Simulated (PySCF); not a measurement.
# hydrogen sulfide (H2S): NMR shifts at several levels of theory

Aim: compute the NMR shifts of hydrogen sulfide (H2S) (`S`) at several levels, and see how far they spread and what each costs.

Programs: PySCF 2.14.0, with density-fitted response routines of our own. Each step states its level of theory. These are calculated values for one molecule in the gas phase, unless marked as measured. Atoms are numbered from 0 throughout.

### Step 1. The molecule as given

3 atoms, charge 0, multiplicity 1; geometry from: PBE0-D3(BJ)/def2-SVP.

Bonds of the start (Å): S0–H1 1.35, S0–H2 1.35.

### Step 2. Nuclear shieldings: PBE0/6-31G*

Job settings and geometry (Å):

```
{"job": {"kind": "nmr", "xc": "PBE0", "basis": "6-31G*", "pop": true}, "charge": 0, "multiplicity": 1}
S     -0.034438     0.554508     0.028476
H     -0.979734    -0.407843     0.006550
H      0.962473    -0.354282     0.005225
```

Level: GIAO PBE0/6-31G* NMR shielding, non-relativistic, gas phase.

Run with:

```bash
> OMP_NUM_THREADS=1 python probes_run.py task.json out
```

The driver reads the jobs from task.json and runs them one after another.

Log:

```text
coarse grid: 2864 points
cycle   1  E = -399.2252845425  dE = -7.622e-02  |g| = 1.829e-01  |ddm| = 1.396e+00
cycle   2  E = -399.2299649427  dE = -4.680e-03  |g| = 1.587e-01  |ddm| = 5.425e-01
cycle   3  E = -399.2387197315  dE = -8.755e-03  |g| = 5.682e-03  |ddm| = 2.490e-01
cycle   4  E = -399.2387291685  dE = -9.437e-06  |g| = 2.107e-03  |ddm| = 9.227e-03
final grid: 22496 points
cycle   5  E = -399.2194487253  dE = -4.556e-06  |g| = 3.852e-03  |ddm| = 1.435e-02
cycle   6  E = -399.2194503564  dE = -1.631e-06  |g| = 3.154e-03  |ddm| = 1.066e-02
cycle   7  E = -399.2194536823  dE = -3.326e-06  |g| = 1.533e-04  |ddm| = 4.944e-03
cycle   8  E = -399.2194536902  dE = -7.873e-09  |g| = 8.167e-06  |ddm| = 1.955e-04
cycle   9  E = -399.2194536902  dE = -2.257e-11  |g| = 2.136e-07  |ddm| = 1.185e-05
converged SCF energy = -399.2194536902

GIAO shielding tensors (ppm)
atom      isotropic    diamagn.    paramagn.     s11        s22        s33       span
  0 S      702.267    1054.819    -352.552    560.828    659.531    886.441    325.613
  1 H       31.277      29.313       1.964     24.931     27.978     40.920     15.988
  2 H       31.276      29.320       1.956     24.931     27.978     40.919     15.988
```

Run time: 0.63 s. Hardware: 1 thread of Arm Neoverse V2, shared host; peak memory 0.24 GiB.

The references, computed at this level on geometries of the same kind, shield at (ppm): 1H TMS 31.96, 33S CS2 546. Their shielding less the atom's gives the shift. The references are single molecules in the gas phase. Atoms listed in one row are averaged.

```csv
atoms,environment,σ (ppm),δ (ppm)
"H1, H2",hydrogen on a sulfur,31.28,0.69
S0,sulfur bonded to 2 H,702,-156
```

The run also stored atomic charges by several schemes (e):

```csv
atoms,Mulliken,IAO,Hirshfeld,ESP fit
S0,-0.27,-0.19,-0.12,-0.36
```

### Step 3. Nuclear shieldings: PBE0/6-311+G(2d,p)

Job settings and geometry (Å):

```
{"job": {"kind": "nmr", "xc": "PBE0", "basis": "6-311+G(2d,p)", "pop": true}, "charge": 0, "multiplicity": 1}
S     -0.034438     0.554508     0.028476
H     -0.979734    -0.407843     0.006550
H      0.962473    -0.354282     0.005225
```

Level: GIAO PBE0/6-311+G(2d,p) NMR shielding, non-relativistic, gas phase.

Log:

```text
coarse grid: 2864 points
cycle   1  E = -399.2486751842  dE = -1.022e-01  |g| = 1.854e-01  |ddm| = 1.130e+00
cycle   2  E = -399.2512958497  dE = -2.621e-03  |g| = 1.525e-01  |ddm| = 3.628e-01
cycle   3  E = -399.2582142766  dE = -6.918e-03  |g| = 2.766e-02  |ddm| = 1.715e-01
cycle   4  E = -399.2582876173  dE = -7.334e-05  |g| = 9.544e-04  |ddm| = 1.499e-02
cycle   5  E = -399.2582878141  dE = -1.968e-07  |g| = 1.555e-04  |ddm| = 1.149e-03
final grid: 22496 points
cycle   6  E = -399.2603572947  dE = -6.200e-06  |g| = 4.789e-03  |ddm| = 1.097e-02
cycle   7  E = -399.2603578588  dE = -5.641e-07  |g| = 4.016e-03  |ddm| = 6.702e-03
cycle   8  E = -399.2603608335  dE = -2.975e-06  |g| = 2.134e-04  |ddm| = 3.479e-03
cycle   9  E = -399.2603608479  dE = -1.440e-08  |g| = 2.851e-05  |ddm| = 2.132e-04
cycle  10  E = -399.2603608482  dE = -2.204e-10  |g| = 5.889e-06  |ddm| = 2.172e-05
converged SCF energy = -399.2603608482

GIAO shielding tensors (ppm)
atom      isotropic    diamagn.    paramagn.     s11        s22        s33       span
  0 S      707.138    1055.442    -348.305    562.780    656.368    902.266    339.486
  1 H       30.713      29.362       1.351     24.264     26.954     40.921     16.657
  2 H       30.712      29.370       1.342     24.263     26.954     40.920     16.656
```

It took 0.87 s on 1 thread of Arm Neoverse V2, shared host; peak memory 0.27 GiB.

This run: δ S0 -200, H1 0.80 ppm (means over like atoms).

### Step 4. Nuclear shieldings: PBE0/def2-SVP

Job settings and geometry (Å):

```
{"job": {"kind": "nmr", "xc": "PBE0", "basis": "def2-SVP", "pop": true}, "charge": 0, "multiplicity": 1}
S     -0.034438     0.554508     0.028476
H     -0.979734    -0.407843     0.006550
H      0.962473    -0.354282     0.005225
```

Method: GIAO PBE0/def2-SVP NMR shielding, non-relativistic, gas phase.

Log:

```text
coarse grid: 2864 points
cycle   1  E = -399.0751737237  dE = -9.975e-02  |g| = 1.672e-01  |ddm| = 1.384e+00
cycle   2  E = -399.0789235159  dE = -3.750e-03  |g| = 1.457e-01  |ddm| = 4.564e-01
cycle   3  E = -399.0854775185  dE = -6.554e-03  |g| = 3.612e-03  |ddm| = 2.107e-01
cycle   4  E = -399.0854810200  dE = -3.501e-06  |g| = 4.235e-04  |ddm| = 3.857e-03
final grid: 22496 points
cycle   5  E = -399.1203360552  dE = -4.397e-06  |g| = 2.898e-03  |ddm| = 1.426e-02
cycle   6  E = -399.1203368851  dE = -8.299e-07  |g| = 2.312e-03  |ddm| = 7.560e-03
cycle   7  E = -399.1203384119  dE = -1.527e-06  |g| = 9.162e-05  |ddm| = 3.423e-03
cycle   8  E = -399.1203384148  dE = -2.873e-09  |g| = 1.094e-05  |ddm| = 1.084e-04
cycle   9  E = -399.1203384148  dE = -3.990e-11  |g| = 8.054e-07  |ddm| = 1.198e-05
converged SCF energy = -399.1203384148

GIAO shielding tensors (ppm)
atom      isotropic    diamagn.    paramagn.     s11        s22        s33       span
  0 S      750.140    1053.924    -303.783    626.574    705.670    918.176    291.603
  1 H       30.816      29.777       1.039     24.249     27.178     41.022     16.773
  2 H       30.815      29.787       1.028     24.248     27.177     41.021     16.772
```

It took 0.52 s on 1 thread of Arm Neoverse V2, shared host; peak memory 0.27 GiB.

In short: δ S0 -183, H1 0.53 ppm (means over like atoms).

### Step 5. NMR shieldings: PBE0/def2-TZVP

Job settings and geometry (Å):

```
{"job": {"kind": "nmr", "xc": "PBE0", "basis": "def2-TZVP", "pop": true}, "charge": 0, "multiplicity": 1}
S     -0.034438     0.554508     0.028476
H     -0.979734    -0.407843     0.006550
H      0.962473    -0.354282     0.005225
```

Method: GIAO PBE0/def2-TZVP NMR shielding, non-relativistic, gas phase.

Log:

```text
coarse grid: 2864 points
cycle   1  E = -399.2502494917  dE = -9.070e-02  |g| = 1.654e-01  |ddm| = 1.058e+00
cycle   2  E = -399.2529326093  dE = -2.683e-03  |g| = 1.573e-01  |ddm| = 3.418e-01
cycle   3  E = -399.2600883665  dE = -7.156e-03  |g| = 1.435e-02  |ddm| = 1.596e-01
cycle   4  E = -399.2601014357  dE = -1.307e-05  |g| = 1.074e-03  |ddm| = 4.571e-03
cycle   5  E = -399.2601017721  dE = -3.365e-07  |g| = 5.567e-04  |ddm| = 1.410e-03
final grid: 22496 points
cycle   6  E = -399.2611414640  dE = -6.950e-06  |g| = 4.778e-03  |ddm| = 1.150e-02
cycle   7  E = -399.2611422258  dE = -7.618e-07  |g| = 3.751e-03  |ddm| = 6.673e-03
cycle   8  E = -399.2611447603  dE = -2.535e-06  |g| = 2.537e-04  |ddm| = 3.418e-03
cycle   9  E = -399.2611447811  dE = -2.077e-08  |g| = 3.312e-05  |ddm| = 2.368e-04
cycle  10  E = -399.2611447814  dE = -3.046e-10  |g| = 5.735e-06  |ddm| = 2.595e-05
converged SCF energy = -399.2611447814

GIAO shielding tensors (ppm)
atom      isotropic    diamagn.    paramagn.     s11        s22        s33       span
  0 S      693.565    1056.283    -362.718    544.392    643.200    893.104    348.712
  1 H       30.600      29.167       1.433     24.243     26.798     40.758     16.515
  2 H       30.599      29.176       1.423     24.243     26.798     40.757     16.515
```

It took 0.97 s on 1 thread of Arm Neoverse V2, shared host; peak memory 0.27 GiB.

Key values: δ S0 -201, H1 0.88 ppm (means over like atoms).

### Step 6. Nuclear shieldings: PBE0/cc-pVDZ

Job settings and geometry (Å):

```
{"job": {"kind": "nmr", "xc": "PBE0", "basis": "cc-pVDZ", "pop": true}, "charge": 0, "multiplicity": 1}
S     -0.034438     0.554508     0.028476
H     -0.979734    -0.407843     0.006550
H      0.962473    -0.354282     0.005225
```

Method: GIAO PBE0/cc-pVDZ NMR shielding, non-relativistic, gas phase.

Log:

```text
coarse grid: 2864 points
cycle   1  E = -399.2334365070  dE = -7.889e-02  |g| = 1.707e-01  |ddm| = 2.609e+00
cycle   2  E = -399.2367660518  dE = -3.330e-03  |g| = 1.526e-01  |ddm| = 8.109e-01
cycle   3  E = -399.2441870932  dE = -7.421e-03  |g| = 3.214e-03  |ddm| = 3.800e-01
cycle   4  E = -399.2441899566  dE = -2.863e-06  |g| = 4.382e-04  |ddm| = 8.864e-03
final grid: 22496 points
cycle   5  E = -399.2481387207  dE = -3.085e-06  |g| = 2.671e-03  |ddm| = 2.580e-02
cycle   6  E = -399.2481393459  dE = -6.252e-07  |g| = 2.271e-03  |ddm| = 1.354e-02
cycle   7  E = -399.2481409208  dE = -1.575e-06  |g| = 7.511e-05  |ddm| = 6.199e-03
cycle   8  E = -399.2481409228  dE = -1.942e-09  |g| = 1.000e-05  |ddm| = 1.364e-04
cycle   9  E = -399.2481409228  dE = -3.456e-11  |g| = 3.026e-07  |ddm| = 2.261e-05
converged SCF energy = -399.2481409228

GIAO shielding tensors (ppm)
atom      isotropic    diamagn.    paramagn.     s11        s22        s33       span
  0 S      744.802    1055.193    -310.391    623.275    702.519    908.611    285.335
  1 H       30.714      29.748       0.966     24.202     27.033     40.907     16.706
  2 H       30.713      29.760       0.954     24.201     27.032     40.907     16.705
```

It took 0.65 s on 1 thread of Arm Neoverse V2, shared host; peak memory 0.27 GiB.

Key values: δ S0 -196, H1 0.58 ppm (means over like atoms).

### Step 7. NMR shieldings: PBE0/cc-pVTZ

Job settings and geometry (Å):

```
{"job": {"kind": "nmr", "xc": "PBE0", "basis": "cc-pVTZ", "pop": true}, "charge": 0, "multiplicity": 1}
S     -0.034438     0.554508     0.028476
H     -0.979734    -0.407843     0.006550
H      0.962473    -0.354282     0.005225
```

Method: GIAO PBE0/cc-pVTZ NMR shielding, non-relativistic, gas phase.

Log:

```text
coarse grid: 2864 points
cycle   1  E = -399.2518160568  dE = -8.795e-02  |g| = 1.616e-01  |ddm| = 2.569e+00
cycle   2  E = -399.2541941402  dE = -2.378e-03  |g| = 1.582e-01  |ddm| = 6.918e-01
cycle   3  E = -399.2616591947  dE = -7.465e-03  |g| = 8.400e-03  |ddm| = 2.851e-01
cycle   4  E = -399.2616691460  dE = -9.951e-06  |g| = 1.220e-03  |ddm| = 1.502e-02
final grid: 22496 points
cycle   5  E = -399.2669560467  dE = -6.641e-06  |g| = 4.167e-03  |ddm| = 1.644e-02
cycle   6  E = -399.2669564614  dE = -4.147e-07  |g| = 3.677e-03  |ddm| = 1.187e-02
cycle   7  E = -399.2669599151  dE = -3.454e-06  |g| = 1.499e-04  |ddm| = 6.142e-03
cycle   8  E = -399.2669599229  dE = -7.802e-09  |g| = 2.762e-05  |ddm| = 2.691e-04
cycle   9  E = -399.2669599231  dE = -2.348e-10  |g| = 4.057e-06  |ddm| = 3.845e-05
converged SCF energy = -399.2669599231

GIAO shielding tensors (ppm)
atom      isotropic    diamagn.    paramagn.     s11        s22        s33       span
  0 S      725.488    1056.089    -330.601    593.365    677.849    905.250    311.885
  1 H       30.526      29.561       0.965     24.129     26.665     40.782     16.653
  2 H       30.525      29.572       0.953     24.129     26.664     40.782     16.653
```

Run time: 1.2 s. Hardware: 1 thread of Arm Neoverse V2, shared host; peak memory 0.28 GiB.

This run: δ S0 -201, H1 0.77 ppm (means over like atoms).

### Step 8. Shielding tensors: PBE0/aug-cc-pVDZ

Job settings and geometry (Å):

```
{"job": {"kind": "nmr", "xc": "PBE0", "basis": "aug-cc-pVDZ", "pop": true}, "charge": 0, "multiplicity": 1}
S     -0.034438     0.554508     0.028476
H     -0.979734    -0.407843     0.006550
H      0.962473    -0.354282     0.005225
```

Method: GIAO PBE0/aug-cc-pVDZ NMR shielding, non-relativistic, gas phase.

Log:

```text
coarse grid: 2864 points
cycle   1  E = -399.2390848005  dE = -7.741e-02  |g| = 1.561e-01  |ddm| = 2.540e+00
cycle   2  E = -399.2405079169  dE = -1.423e-03  |g| = 1.549e-01  |ddm| = 6.799e-01
cycle   3  E = -399.2484709396  dE = -7.963e-03  |g| = 3.758e-03  |ddm| = 3.413e-01
cycle   4  E = -399.2484747578  dE = -3.818e-06  |g| = 9.568e-04  |ddm| = 9.423e-03
final grid: 22496 points
cycle   5  E = -399.2524361564  dE = -2.906e-06  |g| = 2.915e-03  |ddm| = 4.252e-02
cycle   6  E = -399.2524363527  dE = -1.963e-07  |g| = 2.803e-03  |ddm| = 1.335e-02
cycle   7  E = -399.2524388782  dE = -2.526e-06  |g| = 6.772e-05  |ddm| = 6.576e-03
cycle   8  E = -399.2524388798  dE = -1.584e-09  |g| = 1.120e-05  |ddm| = 1.370e-04
cycle   9  E = -399.2524388798  dE = -5.025e-11  |g| = 7.042e-07  |ddm| = 1.843e-05
converged SCF energy = -399.2524388798

GIAO shielding tensors (ppm)
atom      isotropic    diamagn.    paramagn.     s11        s22        s33       span
  0 S      759.196    1051.101    -291.905    642.123    712.968    922.497    280.374
  1 H       30.798      29.773       1.025     24.396     27.148     40.849     16.454
  2 H       30.797      29.782       1.015     24.395     27.148     40.848     16.453
```

Run time: 0.89 s. Hardware: 1 thread of Arm Neoverse V2, shared host; peak memory 0.28 GiB.

In short: δ S0 -201, H1 0.60 ppm (means over like atoms).

### Step 9. NMR shieldings: PBE0/IGLO-III

Job settings and geometry (Å):

```
{"job": {"kind": "nmr", "xc": "PBE0", "basis": "IGLO-III", "pop": true}, "charge": 0, "multiplicity": 1}
S     -0.034438     0.554508     0.028476
H     -0.979734    -0.407843     0.006550
H      0.962473    -0.354282     0.005225
```

Level: GIAO PBE0/IGLO-III NMR shielding, non-relativistic, gas phase.

Log:

```text
coarse grid: 2864 points
cycle   1  E = -399.2457935851  dE = -1.249e-01  |g| = 1.981e-01  |ddm| = 1.214e+00
cycle   2  E = -399.2488767372  dE = -3.083e-03  |g| = 1.484e-01  |ddm| = 3.475e-01
cycle   3  E = -399.2552755892  dE = -6.399e-03  |g| = 3.375e-02  |ddm| = 1.528e-01
cycle   4  E = -399.2554151774  dE = -1.396e-04  |g| = 1.649e-03  |ddm| = 1.750e-02
cycle   5  E = -399.2554158079  dE = -6.305e-07  |g| = 8.295e-04  |ddm| = 2.128e-03
final grid: 22496 points
cycle   6  E = -399.2581310982  dE = -1.364e-05  |g| = 5.188e-03  |ddm| = 1.114e-02
cycle   7  E = -399.2581320214  dE = -9.232e-07  |g| = 3.677e-03  |ddm| = 5.492e-03
cycle   8  E = -399.2581339252  dE = -1.904e-06  |g| = 2.982e-04  |ddm| = 2.782e-03
cycle   9  E = -399.2581339507  dE = -2.546e-08  |g| = 6.305e-05  |ddm| = 2.772e-04
cycle  10  E = -399.2581339516  dE = -9.479e-10  |g| = 1.025e-05  |ddm| = 3.830e-05
converged SCF energy = -399.2581339516

GIAO shielding tensors (ppm)
atom      isotropic    diamagn.    paramagn.     s11        s22        s33       span
  0 S      716.902    1057.189    -340.287    578.228    666.258    906.221    327.993
  1 H       30.667      30.375       0.293     24.295     26.819     40.889     16.594
  2 H       30.667      30.379       0.288     24.294     26.819     40.888     16.594
```

Run time: 1 s. Hardware: 1 thread of Arm Neoverse V2, shared host; peak memory 0.29 GiB.

Key values: δ S0 -198, H1 0.71 ppm (means over like atoms).

### Step 10. Shielding tensors: PBE0/pcSseg-0

Job settings and geometry (Å):

```
{"job": {"kind": "nmr", "xc": "PBE0", "basis": "pcSseg-0", "pop": true}, "charge": 0, "multiplicity": 1}
S     -0.034438     0.554508     0.028476
H     -0.979734    -0.407843     0.006550
H      0.962473    -0.354282     0.005225
```

With the program's defaults for keys left out, this is: GIAO PBE0/pcSseg-0 NMR shielding, non-relativistic, gas phase.

Log:

```text
coarse grid: 2864 points
cycle   1  E = -398.7150330333  dE = -1.064e-01  |g| = 1.847e-01  |ddm| = 1.348e+00
cycle   2  E = -398.7219796758  dE = -6.947e-03  |g| = 1.559e-01  |ddm| = 6.037e-01
cycle   3  E = -398.7297751416  dE = -7.795e-03  |g| = 9.194e-03  |ddm| = 2.689e-01
cycle   4  E = -398.7297964072  dE = -2.127e-05  |g| = 2.249e-04  |ddm| = 1.398e-02
cycle   5  E = -398.7297964377  dE = -3.055e-08  |g| = 2.338e-05  |ddm| = 7.394e-04
final grid: 22496 points
cycle   6  E = -398.7651297060  dE = -3.075e-06  |g| = 2.885e-03  |ddm| = 1.371e-02
cycle   7  E = -398.7651303292  dE = -6.232e-07  |g| = 2.415e-03  |ddm| = 8.012e-03
cycle   8  E = -398.7651319589  dE = -1.630e-06  |g| = 2.562e-05  |ddm| = 3.800e-03
cycle   9  E = -398.7651319593  dE = -3.129e-10  |g| = 3.906e-06  |ddm| = 5.624e-05
converged SCF energy = -398.7651319593

GIAO shielding tensors (ppm)
atom      isotropic    diamagn.    paramagn.     s11        s22        s33       span
  0 S      742.401    1054.248    -311.847    634.069    700.947    892.187    258.118
  1 H       32.202      29.995       2.207     25.718     29.113     41.775     16.057
  2 H       32.201      30.001       2.201     25.718     29.113     41.774     16.056
```

Wall time 0.47 s (1 thread of Arm Neoverse V2, shared host); peak memory 0.29 GiB.

This run: δ S0 -227, H1 0.63 ppm (means over like atoms).

### Step 11. Shielding tensors: PBE0/pcSseg-3

Job settings and geometry (Å):

```
{"job": {"kind": "nmr", "xc": "PBE0", "basis": "pcSseg-3", "pop": true}, "charge": 0, "multiplicity": 1}
S     -0.034438     0.554508     0.028476
H     -0.979734    -0.407843     0.006550
H      0.962473    -0.354282     0.005225
```

Method: GIAO PBE0/pcSseg-3 NMR shielding, non-relativistic, gas phase.

Log:

```text
coarse grid: 2864 points
cycle   1  E = -399.2635949348  dE = -9.343e-02  |g| = 1.690e-01  |ddm| = 8.731e-01
cycle   2  E = -399.2656205173  dE = -2.026e-03  |g| = 1.622e-01  |ddm| = 3.707e-01
cycle   3  E = -399.2731895007  dE = -7.569e-03  |g| = 1.842e-02  |ddm| = 1.627e-01
cycle   4  E = -399.2732093346  dE = -1.983e-05  |g| = 1.521e-03  |ddm| = 8.070e-03
cycle   5  E = -399.2732098639  dE = -5.293e-07  |g| = 8.167e-04  |ddm| = 1.960e-03
final grid: 22496 points
cycle   6  E = -399.2756733226  dE = -1.551e-05  |g| = 4.515e-03  |ddm| = 1.782e-02
cycle   7  E = -399.2756739056  dE = -5.830e-07  |g| = 3.753e-03  |ddm| = 5.918e-03
cycle   8  E = -399.2756764245  dE = -2.519e-06  |g| = 2.589e-04  |ddm| = 2.882e-03
cycle   9  E = -399.2756764430  dE = -1.848e-08  |g| = 4.485e-05  |ddm| = 2.701e-04
cycle  10  E = -399.2756764433  dE = -3.643e-10  |g| = 9.194e-06  |ddm| = 2.134e-05
converged SCF energy = -399.2756764433

GIAO shielding tensors (ppm)
atom      isotropic    diamagn.    paramagn.     s11        s22        s33       span
  0 S      707.475    1055.659    -348.183    563.334    653.055    906.037    342.703
  1 H       30.304      29.322       0.982     23.936     26.387     40.589     16.653
  2 H       30.304      29.328       0.976     23.936     26.387     40.588     16.653
```

Run time: 3 s. Hardware: 1 thread of Arm Neoverse V2, shared host; peak memory 0.51 GiB.

This run: δ S0 -204, H1 0.87 ppm (means over like atoms).

### Step 12. Side by side: NMR shifts

Shifts (ppm), means over like atoms, with basis size and wall time:

```csv
run,H1,S0,functions,time
PBE0/6-31G*,0.69,-156,22,0.63 s
"PBE0/6-311+G(2d,p)",0.80,-200,47,0.87 s
PBE0/def2-SVP,0.53,-183,28,0.52 s
PBE0/def2-TZVP,0.88,-201,49,0.97 s
PBE0/cc-pVDZ,0.58,-196,28,0.65 s
PBE0/cc-pVTZ,0.77,-201,62,1.2 s
PBE0/aug-cc-pVDZ,0.60,-201,45,0.89 s
PBE0/IGLO-III,0.71,-198,64,1 s
PBE0/pcSseg-0,0.63,-227,17,0.47 s
PBE0/pcSseg-3,0.87,-204,142,3 s
```

### Step 13. What came out

```
                                                            quantity             value
1H shifts against TMS (PBE0/6-31G*, means over atoms taken as alike)          0.69 ppm
                                33S shifts against CS2 (PBE0/6-31G*)          -156 ppm
                                            range of the shift of S0  -227 to -156 ppm
```

In words: Single values in the summary come from the first run of each kind that ended normally (PBE0/6-31G*), which need not be the best level. At PBE0/6-31G*: The largest span, 326 ppm, is at S0, where the paramagnetic term is -353 ppm. In ppm, S0 moves most: its shift spreads over 71 ppm, from -227 (PBE0/pcSseg-0) to -156 (PBE0/6-31G*). Part of that comes from the computed reference.
